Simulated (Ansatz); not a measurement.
Relaxation of CH$_{9}$BSi (12 atoms, charge 0, multiplicity 1), to a largest force component of 0.03 eV/Å in at most 50 steps.

Level of theory: RHF/def2-SVP in Ansatz.

```xyz
12
Properties=species:S:1:pos:R:3
B 0.016 0.191 0.406
C 0.095 0.667 1.921
H -0.842 0.552 2.468
H 0.901 0.196 2.487
H 0.317 1.744 1.900
H 1.019 -0.099 -0.200
H -1.012 0.283 -0.219
Si -0.398 -2.913 0.797
H -0.882 -3.049 -0.591
H 0.949 -3.507 0.931
H -1.339 -3.566 1.734
H -0.322 -1.496 1.177
```

Where does it end, and by what steps?

It converged. The force dipped under the threshold on the way, but the program's further checks kept it going. After 10 steps the energy has fallen by 0.249 eV; H11 moved furthest, 1.06 Å.

```json
{"step": "0", "energy less start (eV)": "0.0000", "largest force component (eV/Å)": "0.406", "accepted": "yes"}
{"step": "1", "energy less start (eV)": "-0.1272", "largest force component (eV/Å)": "0.544", "accepted": "yes"}
{"step": "2", "energy less start (eV)": "-0.1885", "largest force component (eV/Å)": "0.244", "accepted": "yes"}
{"step": "3", "energy less start (eV)": "-0.2299", "largest force component (eV/Å)": "0.128", "accepted": "yes"}
{"step": "4", "energy less start (eV)": "-0.2423", "largest force component (eV/Å)": "0.065", "accepted": "yes"}
{"step": "5", "energy less start (eV)": "-0.2456", "largest force component (eV/Å)": "0.125", "accepted": "yes"}
{"step": "6", "energy less start (eV)": "-0.2475", "largest force component (eV/Å)": "0.060", "accepted": "yes"}
{"step": "7", "energy less start (eV)": "-0.2483", "largest force component (eV/Å)": "0.045", "accepted": "yes"}
{"step": "8", "energy less start (eV)": "-0.2487", "largest force component (eV/Å)": "0.041", "accepted": "yes"}
{"step": "9", "energy less start (eV)": "-0.2490", "largest force component (eV/Å)": "0.017", "accepted": "yes"}
{"step": "10", "energy less start (eV)": "-0.2491", "largest force component (eV/Å)": "0.010", "accepted": "yes"}
```

```xyz
12
Properties=species:S:1:pos:R:3
B 0.128 0.846 0.506
C 0.202 1.320 2.004
H -0.734 1.196 2.553
H 1.024 0.880 2.571
H 0.395 2.402 1.955
H 1.115 0.485 -0.080
H -0.905 0.893 -0.106
Si -0.544 -3.805 0.680
H -0.995 -3.868 -0.729
H 0.831 -4.344 0.787
H -1.457 -4.604 1.530
H -0.556 -2.397 1.140
```

Whether the end is a true minimum wasn't checked by a vibrational analysis.

Time of the run: 18 s on 1 thread of Arm Neoverse V1, with other jobs on the host, peak memory 0.17 GiB.
